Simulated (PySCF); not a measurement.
## How well do the runs reproduce experiment for benzvalene?

**What was measured.**

NIST CCCBDB Release 22 (SRD 101), experimental dipoles lists, for the gas: dipole moment 0.883 D.

The results are set against them at the end.

Species: benzvalene, C6H6.
SMILES with atom numbers: `[CH:1]1=[CH:2][C@H:3]2[C@H:4]3[C@@H:5]1[C@@H:6]23` (hydrogens: H7 on C1; H8 on C2; H9 on C3; H10 on C4; H11 on C5; H12 on C6)

Cartesian coordinates in Å at the PBE0-D3(BJ)/def2-SVP level; atoms count from 1:
```
atom  x, y, z in Å
C1     1.2692    0.6509   -0.2268
C2     1.1814   -0.6552   -0.5104
C3    -0.2351   -1.0402   -0.1760
C4    -0.7333   -0.1580    0.9548
C5    -0.0954    1.0409    0.2757
C6    -1.1378    0.1614   -0.3917
H7     2.1254    1.3171   -0.3262
H8     1.9481   -1.3242   -0.8997
H9    -0.6272   -2.0530   -0.2985
H10   -1.2572   -0.3277    1.8961
H11   -0.3512    2.0550    0.5932
H12   -2.0936    0.3329   -0.8878
```

The PySCF runs (gas phase, on this PBE0-D3(BJ)/def2-SVP geometry; no spin–orbit coupling):

```csv
level,job,basis functions
"PBE0-D3(BJ)/def2-SVP, grid level 1",geometry optimisation from an MMFF94s start,114
KT2/pcSseg-2,"shieldings, ring-centre shieldings",300
PBE0/pcSseg-1,"shieldings, ring-centre shieldings, charges and field gradients",132
B3LYP/def2-SVPD,"10 singlets by full TDDFT, 4 Tamm–Dancoff triplets, polarisability, ΔSCF ions",168
BHandHLYP/def2-SVPD,"10 singlets by full TDDFT, 4 Tamm–Dancoff triplets, polarisability, ΔSCF ions",168
HF/def2-SVPD,"10 singlets by TDHF, 4 Tamm–Dancoff triplets, polarisability, ΔSCF ions",168
LDA/def2-SVPD,"10 singlets by full TDDFT, 4 Tamm–Dancoff triplets, polarisability, ΔSCF ions",168
PBE/def2-SVPD,"10 singlets by full TDDFT, 4 Tamm–Dancoff triplets, polarisability, ΔSCF ions",168
PBE0/def2-SVPD,"10 singlets by full TDDFT, 4 Tamm–Dancoff triplets, polarisability, ΔSCF ions",168
PBE0/6-31+G*,"10 singlets by full TDDFT, 4 Tamm–Dancoff triplets, polarisability",120
PBE0/aug-cc-pVDZ,"10 singlets by full TDDFT, 4 Tamm–Dancoff triplets, polarisability",192
PBE0/def2-TZVPD,"10 singlets by full TDDFT, 4 Tamm–Dancoff triplets, polarisability",276
```

All basis functions are spherical.

**Comparison with experiment**

**Dipole moment.** Measured: 0.883 D (NIST CCCBDB Release 22 (SRD 101), experimental dipoles).

| level | computed (D) | computed − measured (D) | % (from the printed values) |
| --- | --- | --- | --- |
| PBE0-D3(BJ)/def2-SVP | 0.915 | +0.032 | +4 |
| KT2/pcSseg-2 | 0.941 | +0.058 | +7 |
| PBE0/pcSseg-1 | 0.985 | +0.102 | +12 |
| B3LYP/def2-SVPD | 0.954 | +0.071 | +8 |
| BHandHLYP/def2-SVPD | 0.948 | +0.065 | +7 |
| HF/def2-SVPD | 0.948 | +0.065 | +7 |
| LDA/def2-SVPD | 1.002 | +0.119 | +13 |
| PBE/def2-SVPD | 0.967 | +0.084 | +10 |
| PBE0/def2-SVPD | 0.964 | +0.081 | +9 |
| PBE0/6-31+G* | 1.007 | +0.124 | +14 |
| PBE0/aug-cc-pVDZ | 0.980 | +0.097 | +11 |
| PBE0/def2-TZVPD | 0.967 | +0.084 | +10 |

12 of the 13 levels run are shown, the closest and the furthest among them. Closest is PBE0-D3(BJ)/def2-SVP (+0.032 D), furthest PBE0/6-31+G* (+0.124 D); one molecule doesn't rank methods. All 13 levels lie above the measurement. The computed dipoles belong to one fixed geometry; measured ones are averaged over vibrations unless marked μe. Magnitudes are compared, not signs.

The geometry is computed, not the measured one. Where a level misses, the cause wasn't examined.
